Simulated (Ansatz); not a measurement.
# UCCSD(T)/def2-SVPD run of AlNH3O (SMILES [NH2][Al][OH])

Aim: the energy change on altering one bond length of AlNH3O at UCCSD(T)/def2-SVPD, from 2 runs. 

The results are computed with Ansatz 0.2.0.

60 further runs of the same task are left out: 60 set aside as unsound or not needed. Runs told in other sessions of the task aren't counted.

## 1. The structure to begin with

AlNH3O has 6 atoms, charge 0, and is taken as a doublet. SMILES: `[NH2][Al][OH]`. The shape is that of a PBE0-D4/def2-TZVP optimisation. This is one conformer, not always the lowest.

Bond lengths: N1–Al2 1.769 Å, Al2–O3 1.705 Å, N1–H4 1.009 Å, N1–H5 1.006 Å, O3–H6 0.956 Å. Angles: N1–Al2–O3 116.1°, Al2–N1–H4 124.1°, Al2–N1–H5 125.0°, Al2–O3–H6 122.8°, H4–N1–H5 110.9°.

## 2. The energy at UCCSD(T)/def2-SVPD

The input, in.yaml:

```yaml
crystal:
  periodic: [false, false, false]
  atoms:
    - {symbol: N, position_ang: [-0.923900, 0.240200, -0.760800]}
    - {symbol: Al, position_ang: [0.595200, 0.601300, 0.070700]}
    - {symbol: O, position_ang: [1.194100, -0.618500, 1.101200]}
    - {symbol: H, position_ang: [-1.434300, -0.623600, -0.657200]}
    - {symbol: H, position_ang: [-1.394700, 0.861600, -1.396800]}
    - {symbol: H, position_ang: [2.005700, -0.525100, 1.596800]}
basis:
  gaussian: {orbitals: def2-SVPD}
magnetization: {spin_polarized: true, initial_magnetization: 1}
correlation: {method: ccsd_t, frozen_orbitals: {Al: 5, H: 0, "N": 1, O: 1}}
accuracy: high
scf: {omitted_lower_state_checks: [cluster_reference, increment]}
```

On the command line:

```sh
$ ansatz run in.yaml --threads 1 --pin off --max-ram 2610MiB --events-out events.jsonl --progress --plain --runs-dir runs
```

Log (excerpt; [...] marks lines left out):

```text
Warning: RAYON_NUM_THREADS=1 ignored (pool sized by the plan → 1); use --threads N
Functional definition: HF
  name "HF"
[...]
1783 factors; integrals over basis functions are off by at most 3.5e-9 eV
[...]
mean field -10146.47668877 eV, -372.8761407835 hartree, gradient 4.3e-8 eV, S^2 0.752347; 0 other end points of the search recorded, 0 dependent functions left out
7 core orbitals not correlated: weight in the atoms' cores, before any rotation towards them, 1.000 or more for the frozen orbitals, at most 0.000 for the correlated occupied ones
reference -10146.47668877 eV, -372.8761407835 hartree; 9, 8 occupied and 75, 76 virtual orbitals, 1783 factors
second order -11.78211268 eV of doubles, -0.00000000 eV of singles
cycle   1  -11.87050139 eV  change   -8.8e-2 eV  update   8.8e-2
[...]
cycle  23  -12.23318264 eV  change  -4.3e-10 eV  update   1.1e-9
perturbative correction -0.36107528 eV, -0.0132692719 hartree
Total energy: -10159.07094669 eV, -373.3389712254 hartree
Checks for a lower state left out: cluster_reference, increment
```

Run time: 50 s. Hardware: 1 thread of Arm Neoverse V1, shared host; peak memory 1 GiB.

## 3. The distorted shape

The input, run.yaml:

```yaml
crystal:
  periodic: [false, false, false]
  atoms:
    - symbol: "N"
      position_ang: [-0.547271, -0.256905, -0.252015]
    - symbol: Al
      position_ang: [0.971829, 0.104195, 0.579485]
    - symbol: O
      position_ang: [1.570729, -1.115605, 1.609985]
    - symbol: H
      position_ang: [-1.057671, -1.120705, -0.148415]
    - symbol: H
      position_ang: [-1.394700, 0.861600, -1.396800]
    - symbol: H
      position_ang: [2.382329, -1.022205, 2.105585]
basis:
  gaussian:
    orbitals: def2-SVPD
magnetization:
  spin_polarized: true
  initial_magnetization: 1
correlation:
  method: ccsd_t
  frozen_orbitals: {Al: 5, H: 0, "N": 1, O: 1}
accuracy: high
scf:
  omitted_lower_state_checks: [cluster_reference, increment]
```

On the command line:

```sh
$ ansatz run run.yaml --threads 1 --pin off --max-ram 2610MiB --events-out events.jsonl --progress --plain --runs-dir runs
```

Log (excerpt; [...] marks lines left out):

```text
Warning: RAYON_NUM_THREADS=1 ignored (pool sized by the plan → 1); use --threads N
[... 2 set-up lines as earlier in the session ...]
[...]
1808 factors; integrals over basis functions are off by at most 3.8e-9 eV
[...]
mean field -10142.57143269 eV, -372.7326252695 hartree, gradient 3.3e-8 eV, S^2 1.407029; 11 other end points of the search recorded, 0 dependent functions left out
7 core orbitals not correlated: weight in the atoms' cores, before any rotation towards them, 1.000 or more for the frozen orbitals, at most 0.000 for the correlated occupied ones
reference -10142.57143269 eV, -372.7326252695 hartree; 9, 8 occupied and 75, 76 virtual orbitals, 1808 factors
second order -11.01760062 eV of doubles, -0.00000000 eV of singles
cycle   1  -11.22107228 eV  change   -2.0e-1 eV  update   1.1e-1
[...]
cycle  37  -12.23602710 eV  change  -8.3e-10 eV  update  3.6e-10
perturbative correction -0.47721134 eV, -0.0175371932 hartree
Total energy: -10155.28467113 eV, -373.1998281649 hartree
Checks for a lower state left out: cluster_reference, increment
```

It took 79 s on 1 thread of Arm Neoverse V1, shared host; peak memory 1 GiB.

## 4. Outcome

At UCCSD(T)/def2-SVPD, 7 core orbitals frozen:

```
                                                         quantity          value
                                        first shape: total energy  -373.33897 Eh
         first shape: correlation energy (7 core orbitals frozen)     -462.8 mEh
                                      first shape: (T) correction     -13.27 mEh
                   first shape: ⟨S²⟩ of the reference determinant          0.752
                                       first shape: T1 diagnostic          0.017
                                    distorted shape: total energy  -373.19983 Eh
     distorted shape: correlation energy (7 core orbitals frozen)     -467.2 mEh
                                  distorted shape: (T) correction     -17.54 mEh
               distorted shape: ⟨S²⟩ of the reference determinant          1.407
                                   distorted shape: T1 diagnostic          0.072
energy change with the N1–H5 bond stretched from 1.006 to 1.811 Å       3.786 eV
```

With the N1–H5 bond stretched from 1.006 to 1.811 Å the energy rises by 3.79 eV (87 kcal/mol). The first shape isn't relaxed at this level, so the change isn't measured from a minimum. The triples (first shape) make up 2.9 % of the correlation energy. ⟨S²⟩ (distorted shape) is 1.41 where a pure doublet has 0.75: the reference is spin-contaminated. The T1 diagnostic (distorted shape) of 0.072 is above the customary mark for such species, so a single reference may not serve. The triples (distorted shape) make up 3.8 % of the correlation energy.
